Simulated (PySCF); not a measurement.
# H₂ClO−, an ion with solvent molecules: interaction energy, part 3 of 3

PySCF 2.14.0. Atoms count from 0, parts from 1.

## (8) Coupled-cluster interaction energy: CCSD(T) and MP2, 1.91 Å

The job: settings as JSON, then the geometry in Å.

```
{"job": {"kind": "intercc", "basis": "aug-cc-pVDZ", "basis_mid": "aug-cc-pVTZ", "basis_large": "aug-cc-pVQZ"}, "charge": -1, "multiplicity": 1, "parts": [{"atoms": "0-0", "charge": -1, "multiplicity": 1}, {"atoms": "1-3", "charge": 0, "multiplicity": 1}]}
Cl    -0.005430     0.079425    -0.023163
O     -1.865240    -1.243023    -1.789636
H     -1.472653    -2.104519    -1.634988
H     -1.296471    -0.668023    -1.216137
```

Level: CCSD(T)/aug-cc-pVDZ and MP2/aug-cc-pVTZ, aug-cc-pVQZ counterpoise interaction energy, frozen core, gas phase.

Standard output:

```text
part 1, own basis, geometry of the cluster: E = -459.5737370343 (as before)

part 2, own basis, geometry of the cluster: E = -76.0579289056 (as before)

part 1, own basis, relaxed alone: E = -459.5737370343 (as before)

part 2, own basis, relaxed alone: E = -76.0604054022 (as before)

cluster
final grid: 3952 points
cycle   1  E = -535.6446602222  dE = -1.844e-02  |g| = 5.664e-02  |ddm| = 6.020e-01
cycle   2  E = -535.6463997508  dE = -1.740e-03  |g| = 2.067e-02  |ddm| = 1.240e-01
cycle   3  E = -535.6467004528  dE = -3.007e-04  |g| = 7.483e-03  |ddm| = 5.316e-02
cycle   4  E = -535.6467303440  dE = -2.989e-05  |g| = 2.494e-03  |ddm| = 1.808e-02
cycle   5  E = -535.6467330624  dE = -2.718e-06  |g| = 8.101e-04  |ddm| = 5.113e-03
cycle   6  E = -535.6467333637  dE = -3.014e-07  |g| = 1.648e-04  |ddm| = 1.985e-03
cycle   7  E = -535.6467333808  dE = -1.712e-08  |g| = 3.544e-05  |ddm| = 5.736e-04
cycle   8  E = -535.6467333816  dE = -7.939e-10  |g| = 6.529e-06  |ddm| = 1.390e-04
converged SCF energy = -535.6467333816

part 1 in the basis of the cluster
final grid: 3952 points
cycle   1  E = -459.5735420662  dE = -3.500e-05  |g| = 1.262e-03  |ddm| = 7.730e-02
cycle   2  E = -459.5735425759  dE = -5.098e-07  |g| = 2.466e-04  |ddm| = 8.771e-03
cycle   3  E = -459.5735426144  dE = -3.848e-08  |g| = 1.183e-04  |ddm| = 1.547e-03
cycle   4  E = -459.5735426187  dE = -4.305e-09  |g| = 1.767e-05  |ddm| = 4.003e-04
cycle   5  E = -459.5735426190  dE = -3.282e-10  |g| = 1.850e-06  |ddm| = 1.591e-04
converged SCF energy = -459.5735426190

part 2 in the basis of the cluster
final grid: 3952 points
cycle   1  E = -76.0579671193  dE = -3.880e-05  |g| = 1.172e-03  |ddm| = 1.182e-01
cycle   2  E = -76.0579675756  dE = -4.563e-07  |g| = 1.440e-04  |ddm| = 1.161e-02
cycle   3  E = -76.0579675851  dE = -9.492e-09  |g| = 1.709e-05  |ddm| = 1.558e-03
cycle   4  E = -76.0579675852  dE = -1.071e-10  |g| = 9.379e-06  |ddm| = 7.315e-05
converged SCF energy = -76.0579675852

Interaction energy (kcal/mol)
  counterpoise      -13.690
  uncorrected       -14.727
  dispersion part     0.000
  deformation         0.591
  binding           -13.099

Decomposition of the uncorrected value (kcal/mol)
  electrostatic     -25.862
  Pauli              29.133
  orbital           -12.870
  dispersion          0.000
  correlation        -5.127

Charge of each part in the cluster: -0.955 -0.045
part 1, own basis, geometry of the cluster: E = -459.5765936161 (as before)

part 2, own basis, geometry of the cluster: E = -76.0632302738 (as before)

part 1, own basis, relaxed alone: E = -459.5765936161 (as before)

part 2, own basis, relaxed alone: E = -76.0657738207 (as before)

cluster
final grid: 3952 points
cycle   1  E = -535.6527875583  dE = -1.831e-02  |g| = 5.748e-02  |ddm| = 6.315e-01
cycle   2  E = -535.6545258047  dE = -1.738e-03  |g| = 2.109e-02  |ddm| = 1.134e-01
cycle   3  E = -535.6548226153  dE = -2.968e-04  |g| = 7.969e-03  |ddm| = 5.114e-02
cycle   4  E = -535.6548579131  dE = -3.530e-05  |g| = 2.569e-03  |ddm| = 1.980e-02
cycle   5  E = -535.6548607179  dE = -2.805e-06  |g| = 8.791e-04  |ddm| = 5.246e-03
cycle   6  E = -535.6548610688  dE = -3.509e-07  |g| = 1.819e-04  |ddm| = 2.226e-03
cycle   7  E = -535.6548610896  dE = -2.082e-08  |g| = 3.990e-05  |ddm| = 7.070e-04
cycle   8  E = -535.6548610906  dE = -9.957e-10  |g| = 6.866e-06  |ddm| = 2.118e-04
converged SCF energy = -535.6548610906

part 1 in the basis of the cluster
final grid: 3952 points
cycle   1  E = -459.5763837247  dE = -8.885e-06  |g| = 9.008e-04  |ddm| = 8.769e-02
cycle   2  E = -459.5763841135  dE = -3.887e-07  |g| = 2.537e-04  |ddm| = 9.897e-03
cycle   3  E = -459.5763841548  dE = -4.134e-08  |g| = 1.073e-04  |ddm| = 1.552e-03
cycle   4  E = -459.5763841614  dE = -6.543e-09  |g| = 9.660e-06  |ddm| = 6.495e-04
cycle   5  E = -459.5763841615  dE = -1.064e-10  |g| = 1.321e-06  |ddm| = 1.717e-04
converged SCF energy = -459.5763841615

part 2 in the basis of the cluster
final grid: 3952 points
cycle   1  E = -76.0632448212  dE = -1.527e-05  |g| = 6.956e-04  |ddm| = 2.102e-01
cycle   2  E = -76.0632449807  dE = -1.596e-07  |g| = 8.184e-05  |ddm| = 1.926e-02
cycle   3  E = -76.0632449838  dE = -3.084e-09  |g| = 6.383e-06  |ddm| = 2.444e-03
cycle   4  E = -76.0632449838  dE = -2.375e-11  |g| = 1.558e-06  |ddm| = 1.120e-04
converged SCF energy = -76.0632449838

Interaction energy (kcal/mol)
  counterpoise      -14.132
  uncorrected       -14.760
  dispersion part     0.000
  deformation         0.680
  binding           -13.451

Decomposition of the uncorrected value (kcal/mol)
  electrostatic     -25.913
  Pauli              29.128
  orbital           -12.789
  dispersion          0.000
  correlation        -5.186

Charge of each part in the cluster: -0.955 -0.045
part 1 in the basis of the cluster: E(HF) = -459.563775474  E2 = -0.160619694  E(CCSD corr) = -0.172107688  (T) = -0.004389936
part 2 in the basis of the cluster: E(HF) = -76.039053818  E2 = -0.221580679  E(CCSD corr) = -0.229198609  (T) = -0.005433756
cluster: E(HF) = -535.617699829  E2 = -0.386804165  E(CCSD corr) = -0.404306526  (T) = -0.010478020

Counterpoise interaction energy (kcal/mol)
  hf_small                  -9.331
  mp2_small                -12.220
  ccsd_small               -11.214
  ccsdt_small              -11.625
  hf_large                  -9.558
  mp2_large                -14.132
  hf_middle                 -9.553
  mp2_middle               -13.690
  scs_mp2_large            -12.836
  mp2_limit                -14.450
  ccsdt_less_mp2             0.596
  ccsdt_limit_estimate     -13.854
  bsse_mp2_large             0.628
```

Run time: 21 s. Hardware: 1 thread of Arm Neoverse N1, shared host; peak memory 0.51 GiB.

Contacts at this geometry (a selection, picked against the atoms' radii; other short pairs can be missing):

| atoms | distance (Å) | kind (by distance and angle) | angle (°) |
| --- | --- | --- | --- |
| H3···Cl0 | 1.91 | hydrogen bond | 167 |

Differences are taken before rounding.

| method | interaction energy (kcal/mol) | from CCSD(T), limit estimate (kcal/mol) |
| --- | --- | --- |
| HF/aug-cc-pVDZ | -9.33 | +4.52 |
| MP2/aug-cc-pVDZ | -12.22 | +1.63 |
| CCSD/aug-cc-pVDZ | -11.21 | +2.64 |
| CCSD(T)/aug-cc-pVDZ | -11.62 | +2.23 |
| HF/aug-cc-pVQZ | -9.56 | +4.30 |
| MP2/aug-cc-pVQZ | -14.13 | -0.28 |
| SCS-MP2/aug-cc-pVQZ | -12.84 | +1.02 |
| MP2, extrapolated | -14.45 | -0.60 |
| CCSD(T), limit estimate | -13.85 | 0 |

These energies keep the parts at their geometry in the cluster; deforming them to it costs 0.68 kcal/mol (MP2).

## (9) Coupled-cluster interaction energy: CCSD(T) and MP2, 3.18 Å

Settings changed since step 8:

```diff
@@ -2,4 +2,4 @@
 Cl    -0.005430     0.079425    -0.023163
-O     -1.865240    -1.243023    -1.789636
-H     -1.472653    -2.104519    -1.634988
-H     -1.296471    -0.668023    -1.216137
+O     -2.725934    -1.741322    -2.584952
+H     -2.333347    -2.602818    -2.430304
+H     -2.157165    -1.166322    -2.011454
```

Method: CCSD(T)/aug-cc-pVDZ and MP2/aug-cc-pVTZ, aug-cc-pVQZ counterpoise interaction energy, frozen core, gas phase.

Standard output:

```text
part 1, own basis, geometry of the cluster: E = -459.5737370343 (as before)

part 2, own basis, geometry of the cluster: E = -76.0579289056 (as before)

part 1, own basis, relaxed alone: E = -459.5737370343 (as before)

part 2, own basis, relaxed alone: E = -76.0604054022 (as before)

cluster
final grid: 3952 points
cycle   1  E = -535.6455696605  dE = -1.988e-03  |g| = 2.023e-02  |ddm| = 1.500e-01
cycle   2  E = -535.6457583243  dE = -1.887e-04  |g| = 9.116e-03  |ddm| = 4.601e-02
cycle   3  E = -535.6457895202  dE = -3.120e-05  |g| = 4.256e-03  |ddm| = 1.596e-02
cycle   4  E = -535.6457997878  dE = -1.027e-05  |g| = 9.268e-04  |ddm| = 1.095e-02
cycle   5  E = -535.6458004167  dE = -6.289e-07  |g| = 2.172e-04  |ddm| = 2.659e-03
cycle   6  E = -535.6458004556  dE = -3.888e-08  |g| = 3.741e-05  |ddm| = 8.038e-04
cycle   7  E = -535.6458004566  dE = -1.015e-09  |g| = 1.128e-05  |ddm| = 1.375e-04
cycle   8  E = -535.6458004567  dE = -8.959e-11  |g| = 1.798e-06  |ddm| = 5.783e-05
converged SCF energy = -535.6458004567

part 1 in the basis of the cluster
final grid: 3952 points
cycle   1  E = -459.5735808098  dE = -1.151e-05  |g| = 8.211e-04  |ddm| = 2.992e-02
cycle   2  E = -459.5735811095  dE = -2.997e-07  |g| = 1.917e-04  |ddm| = 4.375e-03
cycle   3  E = -459.5735811343  dE = -2.482e-08  |g| = 8.893e-05  |ddm| = 8.969e-04
cycle   4  E = -459.5735811373  dE = -3.028e-09  |g| = 1.080e-05  |ddm| = 3.543e-04
cycle   5  E = -459.5735811375  dE = -1.260e-10  |g| = 1.626e-06  |ddm| = 7.155e-05
converged SCF energy = -459.5735811375

part 2 in the basis of the cluster
final grid: 3952 points
cycle   1  E = -76.0579368096  dE = -7.991e-06  |g| = 5.099e-04  |ddm| = 6.089e-02
cycle   2  E = -76.0579369286  dE = -1.189e-07  |g| = 7.239e-05  |ddm| = 6.860e-03
cycle   3  E = -76.0579369315  dE = -2.971e-09  |g| = 4.531e-06  |ddm| = 1.018e-03
cycle   4  E = -76.0579369315  dE = -1.245e-11  |g| = 1.025e-06  |ddm| = 2.836e-05
converged SCF energy = -76.0579369315

Interaction energy (kcal/mol)
  counterpoise       -9.249
  uncorrected        -9.378
  dispersion part     0.000
  deformation         0.591
  binding            -8.658

Decomposition of the uncorrected value (kcal/mol)
  electrostatic      -8.328
  Pauli               0.746
  orbital            -1.392
  dispersion          0.000
  correlation        -0.403

Charge of each part in the cluster: -0.993 -0.007
part 1, own basis, geometry of the cluster: E = -459.5765936161 (as before)

part 2, own basis, geometry of the cluster: E = -76.0632302738 (as before)

part 1, own basis, relaxed alone: E = -459.5765936161 (as before)

part 2, own basis, relaxed alone: E = -76.0657738207 (as before)

cluster
final grid: 3952 points
cycle   1  E = -535.6537145348  dE = -1.992e-03  |g| = 2.048e-02  |ddm| = 1.412e-01
cycle   2  E = -535.6539065612  dE = -1.920e-04  |g| = 9.299e-03  |ddm| = 4.152e-02
cycle   3  E = -535.6539383161  dE = -3.175e-05  |g| = 4.300e-03  |ddm| = 1.554e-02
cycle   4  E = -535.6539488203  dE = -1.050e-05  |g| = 9.791e-04  |ddm| = 1.076e-02
cycle   5  E = -535.6539494849  dE = -6.646e-07  |g| = 2.351e-04  |ddm| = 2.784e-03
cycle   6  E = -535.6539495293  dE = -4.441e-08  |g| = 4.225e-05  |ddm| = 1.001e-03
cycle   7  E = -535.6539495305  dE = -1.214e-09  |g| = 1.280e-05  |ddm| = 1.464e-04
cycle   8  E = -535.6539495307  dE = -1.189e-10  |g| = 2.020e-06  |ddm| = 7.018e-05
converged SCF energy = -535.6539495307

part 1 in the basis of the cluster
final grid: 3952 points
cycle   1  E = -459.5764363369  dE = -4.116e-06  |g| = 6.785e-04  |ddm| = 1.863e-02
cycle   2  E = -459.5764365827  dE = -2.458e-07  |g| = 1.959e-04  |ddm| = 3.754e-03
cycle   3  E = -459.5764366090  dE = -2.626e-08  |g| = 8.419e-05  |ddm| = 9.945e-04
cycle   4  E = -459.5764366132  dE = -4.198e-09  |g| = 7.117e-06  |ddm| = 4.717e-04
cycle   5  E = -459.5764366132  dE = -5.394e-11  |g| = 1.599e-06  |ddm| = 5.883e-05
converged SCF energy = -459.5764366132

part 2 in the basis of the cluster
final grid: 3952 points
cycle   1  E = -76.0632333725  dE = -3.312e-06  |g| = 3.043e-04  |ddm| = 5.030e-02
cycle   2  E = -76.0632334082  dE = -3.573e-08  |g| = 3.567e-05  |ddm| = 4.982e-03
cycle   3  E = -76.0632334088  dE = -6.199e-10  |g| = 1.973e-06  |ddm| = 6.571e-04
converged SCF energy = -76.0632334088

Interaction energy (kcal/mol)
  counterpoise       -9.304
  uncorrected        -9.358
  dispersion part     0.000
  deformation         0.680
  binding            -8.623

Decomposition of the uncorrected value (kcal/mol)
  electrostatic      -8.314
  Pauli               0.746
  orbital            -1.397
  dispersion          0.000
  correlation        -0.393

Charge of each part in the cluster: -0.993 -0.007
part 1 in the basis of the cluster: E(HF) = -459.563673929  E2 = -0.159380623  E(CCSD corr) = -0.170800456  (T) = -0.004180369
part 2 in the basis of the cluster: E(HF) = -76.038978269  E2 = -0.221284915  E(CCSD corr) = -0.228918153  (T) = -0.005382046
cluster: E(HF) = -535.616983152  E2 = -0.380925034  E(CCSD corr) = -0.399806181  (T) = -0.009639029

Counterpoise interaction energy (kcal/mol)
  hf_small                  -8.993
  mp2_small                 -9.156
  ccsd_small                -9.048
  ccsdt_small               -9.096
  hf_large                  -8.960
  mp2_large                 -9.304
  hf_middle                 -8.962
  mp2_middle                -9.249
  scs_mp2_large             -9.121
  mp2_limit                 -9.345
  ccsdt_less_mp2             0.060
  ccsdt_limit_estimate      -9.285
  bsse_mp2_large             0.054
```

Wall time 21 s (1 thread of Arm Neoverse N1, shared host); peak memory 0.51 GiB.

Contacts at this geometry (a selection, picked against the atoms' radii; other short pairs can be missing):

| atoms | distance (Å) | kind (by distance and angle) | angle (°) |
| --- | --- | --- | --- |
| Cl0···H3 | 3.18 | at van der Waals distance | – |

Differences are taken before rounding.

| method | interaction energy (kcal/mol) | from CCSD(T), limit estimate (kcal/mol) |
| --- | --- | --- |
| HF/aug-cc-pVDZ | -8.99 | +0.29 |
| MP2/aug-cc-pVDZ | -9.16 | +0.13 |
| CCSD/aug-cc-pVDZ | -9.05 | +0.24 |
| CCSD(T)/aug-cc-pVDZ | -9.10 | +0.19 |
| HF/aug-cc-pVQZ | -8.96 | +0.32 |
| MP2/aug-cc-pVQZ | -9.30 | -0.02 |
| SCS-MP2/aug-cc-pVQZ | -9.12 | +0.16 |
| MP2, extrapolated | -9.35 | -0.06 |
| CCSD(T), limit estimate | -9.29 | 0 |

These energies keep the parts at their geometry in the cluster; deforming them to it costs 0.68 kcal/mol (MP2).

## (10) Coupled-cluster interaction energy: CCSD(T) and MP2, 4.24 Å

Settings changed since step 9:

```diff
@@ -2,4 +2,4 @@
 Cl    -0.005430     0.079425    -0.023163
-O     -2.725934    -1.741322    -2.584952
-H     -2.333347    -2.602818    -2.430304
-H     -2.157165    -1.166322    -2.011454
+O     -3.443179    -2.156571    -3.247716
+H     -3.050592    -3.018067    -3.093068
+H     -2.874410    -1.581571    -2.674217
```

Method: CCSD(T)/aug-cc-pVDZ and MP2/aug-cc-pVTZ, aug-cc-pVQZ counterpoise interaction energy, frozen core, gas phase.

Standard output:

```text
part 1, own basis, geometry of the cluster: E = -459.5737370343 (as before)

part 2, own basis, geometry of the cluster: E = -76.0579289056 (as before)

part 1, own basis, relaxed alone: E = -459.5737370343 (as before)

part 2, own basis, relaxed alone: E = -76.0604054022 (as before)

cluster
final grid: 3952 points
cycle   1  E = -535.6399133562  dE = -6.507e-04  |g| = 1.243e-02  |ddm| = 7.886e-02
cycle   2  E = -535.6399707515  dE = -5.740e-05  |g| = 5.877e-03  |ddm| = 2.733e-02
cycle   3  E = -535.6399806404  dE = -9.889e-06  |g| = 2.343e-03  |ddm| = 9.399e-03
cycle   4  E = -535.6399837422  dE = -3.102e-06  |g| = 5.146e-04  |ddm| = 6.614e-03
cycle   5  E = -535.6399839449  dE = -2.027e-07  |g| = 1.228e-04  |ddm| = 1.680e-03
cycle   6  E = -535.6399839569  dE = -1.196e-08  |g| = 2.124e-05  |ddm| = 4.668e-04
cycle   7  E = -535.6399839572  dE = -2.857e-10  |g| = 6.569e-06  |ddm| = 8.196e-05
converged SCF energy = -535.6399839572

part 1 in the basis of the cluster
final grid: 3952 points
cycle   1  E = -459.5736419750  dE = -3.359e-06  |g| = 4.530e-04  |ddm| = 2.400e-02
cycle   2  E = -459.5736420978  dE = -1.228e-07  |g| = 1.161e-04  |ddm| = 4.060e-03
cycle   3  E = -459.5736421086  dE = -1.075e-08  |g| = 5.382e-05  |ddm| = 7.546e-04
cycle   4  E = -459.5736421099  dE = -1.369e-09  |g| = 5.271e-06  |ddm| = 2.927e-04
cycle   5  E = -459.5736421100  dE = -2.939e-11  |g| = 8.629e-07  |ddm| = 5.094e-05
converged SCF energy = -459.5736421100

part 2 in the basis of the cluster
final grid: 3952 points
cycle   1  E = -76.0579331810  dE = -4.338e-06  |g| = 3.726e-04  |ddm| = 3.392e-02
cycle   2  E = -76.0579332528  dE = -7.179e-08  |g| = 5.224e-05  |ddm| = 3.308e-03
cycle   3  E = -76.0579332546  dE = -1.736e-09  |g| = 3.832e-06  |ddm| = 4.506e-04
cycle   4  E = -76.0579332546  dE = -6.395e-12  |g| = 1.974e-06  |ddm| = 2.377e-05
converged SCF energy = -76.0579332546

Interaction energy (kcal/mol)
  counterpoise       -5.177
  uncorrected        -5.197
  dispersion part     0.000
  deformation         0.591
  binding            -4.586

Decomposition of the uncorrected value (kcal/mol)
  electrostatic      -4.876
  Pauli               0.047
  orbital            -0.453
  dispersion          0.000
  correlation         0.085

Charge of each part in the cluster: -0.998 -0.002
part 1, own basis, geometry of the cluster: E = -459.5765936161 (as before)

part 2, own basis, geometry of the cluster: E = -76.0632302738 (as before)

part 1, own basis, relaxed alone: E = -459.5765936161 (as before)

part 2, own basis, relaxed alone: E = -76.0657738207 (as before)

cluster
final grid: 3952 points
cycle   1  E = -535.6480572732  dE = -6.463e-04  |g| = 1.252e-02  |ddm| = 8.035e-02
cycle   2  E = -535.6481155533  dE = -5.828e-05  |g| = 5.978e-03  |ddm| = 2.601e-02
cycle   3  E = -535.6481256308  dE = -1.008e-05  |g| = 2.369e-03  |ddm| = 9.178e-03
cycle   4  E = -535.6481288224  dE = -3.192e-06  |g| = 5.377e-04  |ddm| = 6.576e-03
cycle   5  E = -535.6481290352  dE = -2.128e-07  |g| = 1.307e-04  |ddm| = 1.737e-03
cycle   6  E = -535.6481290487  dE = -1.350e-08  |g| = 2.384e-05  |ddm| = 5.089e-04
cycle   7  E = -535.6481290491  dE = -3.574e-10  |g| = 7.331e-06  |ddm| = 9.195e-05
converged SCF energy = -535.6481290491

part 1 in the basis of the cluster
final grid: 3952 points
cycle   1  E = -459.5764997147  dE = -1.693e-06  |g| = 4.187e-04  |ddm| = 1.713e-02
cycle   2  E = -459.5764998214  dE = -1.067e-07  |g| = 1.224e-04  |ddm| = 2.756e-03
cycle   3  E = -459.5764998328  dE = -1.143e-08  |g| = 5.404e-05  |ddm| = 6.193e-04
cycle   4  E = -459.5764998347  dE = -1.814e-09  |g| = 4.698e-06  |ddm| = 2.878e-04
cycle   5  E = -459.5764998347  dE = -2.319e-11  |g| = 1.203e-06  |ddm| = 4.360e-05
converged SCF energy = -459.5764998347

part 2 in the basis of the cluster
final grid: 3952 points
cycle   1  E = -76.0632312544  dE = -1.062e-06  |g| = 1.774e-04  |ddm| = 3.342e-02
cycle   2  E = -76.0632312706  dE = -1.618e-08  |g| = 2.397e-05  |ddm| = 3.496e-03
cycle   3  E = -76.0632312709  dE = -3.554e-10  |g| = 1.623e-06  |ddm| = 4.645e-04
converged SCF energy = -76.0632312709

Interaction energy (kcal/mol)
  counterpoise       -5.195
  uncorrected        -5.196
  dispersion part     0.000
  deformation         0.680
  binding            -4.515

Decomposition of the uncorrected value (kcal/mol)
  electrostatic      -4.868
  Pauli               0.047
  orbital            -0.451
  dispersion          0.000
  correlation         0.075

Charge of each part in the cluster: -0.998 -0.002
part 1 in the basis of the cluster: E(HF) = -459.563658801  E2 = -0.159181654  E(CCSD corr) = -0.170603619  (T) = -0.004132139
part 2 in the basis of the cluster: E(HF) = -76.038957078  E2 = -0.221219061  E(CCSD corr) = -0.228857322  (T) = -0.005370185
cluster: E(HF) = -535.611046653  E2 = -0.380188655  E(CCSD corr) = -0.399182740  (T) = -0.009476461

Counterpoise interaction energy (kcal/mol)
  hf_small                  -5.290
  mp2_small                 -5.157
  ccsd_small                -5.116
  ccsdt_small               -5.100
  hf_large                  -5.270
  mp2_large                 -5.195
  hf_middle                 -5.277
  mp2_middle                -5.177
  scs_mp2_large             -5.147
  mp2_limit                 -5.213
  ccsdt_less_mp2             0.058
  ccsdt_limit_estimate      -5.155
  bsse_mp2_large             0.001
```

Wall time 21 s (1 thread of Arm Neoverse N1, shared host); peak memory 0.51 GiB.

Contacts at this geometry (a selection, picked against the atoms' radii; other short pairs can be missing):

| atoms | distance (Å) | kind (by distance and angle) | angle (°) |
| --- | --- | --- | --- |
| Cl0···H3 | 4.25 | beyond van der Waals contact | – |

Differences are taken before rounding.

| method | interaction energy (kcal/mol) | from CCSD(T), limit estimate (kcal/mol) |
| --- | --- | --- |
| HF/aug-cc-pVDZ | -5.29 | -0.13 |
| MP2/aug-cc-pVDZ | -5.16 | 0.00 |
| CCSD/aug-cc-pVDZ | -5.12 | +0.04 |
| CCSD(T)/aug-cc-pVDZ | -5.10 | +0.06 |
| HF/aug-cc-pVQZ | -5.27 | -0.11 |
| MP2/aug-cc-pVQZ | -5.20 | -0.04 |
| SCS-MP2/aug-cc-pVQZ | -5.15 | +0.01 |
| MP2, extrapolated | -5.21 | -0.06 |
| CCSD(T), limit estimate | -5.16 | 0 |

These energies keep the parts at their geometry in the cluster; deforming them to it costs 0.68 kcal/mol (MP2).

## (11) The curve

Counterpoise interaction energies (kcal/mol):

| Cl0···H3 (Å) | HF | MP2 limit | CCSD(T) estimate | time |
| --- | --- | --- | --- | --- |
| 1.91 | -9.56 | -14.45 | -13.85 | 21 s |
| 2.02 | -11.41 | -15.44 | -14.99 | 21 s |
| 2.12 | -12.39 | -15.71 | -15.37 | 24 s |
| 2.23 | -12.79 | -15.52 | -15.26 | 21 s |
| 2.33 | -12.80 | -15.04 | -14.84 | 21 s |
| 2.65 | -11.67 | -12.88 | -12.78 | 21 s |
| 3.18 | -8.96 | -9.35 | -9.29 | 21 s |
| 4.24 | -5.27 | -5.21 | -5.16 | 21 s |

## (12) What came out

The summary covers parts 1 to 3.

```
                            quantity                   value
rotational constants (main isotopes)  559.41, 4.55, 4.51 GHz
          CCSD(T) estimate at 1.91 Å         -13.85 kcal/mol
          CCSD(T) estimate at 2.02 Å         -14.99 kcal/mol
          CCSD(T) estimate at 2.12 Å         -15.37 kcal/mol
          CCSD(T) estimate at 2.23 Å         -15.26 kcal/mol
          CCSD(T) estimate at 2.33 Å         -14.84 kcal/mol
          CCSD(T) estimate at 2.65 Å         -12.78 kcal/mol
          CCSD(T) estimate at 3.18 Å          -9.29 kcal/mol
          CCSD(T) estimate at 4.24 Å          -5.16 kcal/mol
```

In words: The start of the PBE0/def2-TZVPD relaxation was shaken at random by about 0.01 Å, so part of the energy gained, and of the first lengths quoted, undoes that. Relaxing lowered the energy by 0.015 eV in 3 steps; the close pair that moved most is O1–H3, from 1.010 to 0.991 Å. Along the rigid scan the CCSD(T) estimate is lowest at 2.12 Å (-15.37 kcal/mol), where MP2 at the limit misses it by -0.35 and Hartree-Fock by +2.97.
